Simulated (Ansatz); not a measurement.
`FC1(Cl)CCC1` → `C/C(Cl)=C/CF`  (isomerisation)

Computed with Ansatz on PBE0-D4/def2-TZVP structures; ΔE is electronic, products minus reactants. CBS: MP2 limit from def2 TZ/QZ plus the TZ coupled-cluster correction, frozen cores. Functionals use def2-TZVPP. B3LYP here is the variant with VWN-RPA as its local correlation; programs differ in this. One conformer a species, not always the lowest.

CCSD(T)/CBS gives -4.2 kJ/mol.

**Question.** Another level gave +1.0 kJ/mol. Which?
A. B2PLYP/def2-TZVPP
B. PBE/def2-TZVPP
C. MP2/def2-TZVPP
D. B3LYP-D4/def2-TZVPP

**Answer.** C. MP2/def2-TZVPP 1.0, B2PLYP -13.3, PBE -4.3, B3LYP-D4 -17.7 kJ/mol.

Largest T1 diagnostic among the species: 0.010.

In def2-TZVPP, CCSD(T) changes the Hartree–Fock value by +13.4 kJ/mol (the triples alone add −0.7 kJ/mol) and MP2 by +17.2 kJ/mol. From PBE to PBE0 (25 % exact exchange), in def2-TZVPP and without D4, ΔE moves by +8.7 kJ/mol.
